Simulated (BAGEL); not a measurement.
# C4H10O2 (1,3-butanediol): a scaling law for HF

The species is C4H10O2 (16 atoms), meant as a singlet with charge 0. SMILES: `CC(O)CCO`. Geometry: relaxed at PBE0-D4/def2-TZVP. This is a higher conformer, about 17 kJ/mol above the lowest found by a separate search.

HF (density fitting with tzvpp-jkfit), energy, BAGEL 1.2.2, on 1 thread of Intel Xeon at 2.30GHz, shared host. N is the number of basis functions, t the processor time.

| basis | N | t (s) | ln N | ln t |
| --- | --- | --- | --- | --- |
| cc-pVDZ | 134 | 3.5 | 4.898 | 1.253 |
| aug-cc-pVDZ | 228 | 6.6 | 5.429 | 1.887 |
| cc-pVTZ | 320 | 11 | 5.768 | 2.398 |
| d-aug-cc-pVDZ | 322 | ? | 5.775 | ? |

Fit t = C·Nᵖ to the known rows and estimate the time in d-aug-cc-pVDZ.


1. Means of the 3 rows: ln N = 5.36500, ln t = 1.8460.
2. Σ(Δln N)² = 0.38459, Σ(Δln N·Δln t) = 0.50201, so the slope is 0.50201/0.38459 = 1.3053.
3. Intercept: 1.8460 − (1.3053) × 5.36500 = -5.1569. The largest residual of the fit is 0.043.
4. ln t = -5.1569 + 1.3053 × 5.775, so t ≈ 11 s.

The run took 12 s, so the estimate is too short by a factor of about 1.1. The fitted power is 1.3, with the electron count fixed. The times don't lie on a line: the count of functions alone doesn't set the cost here, and shared hosts add noise.
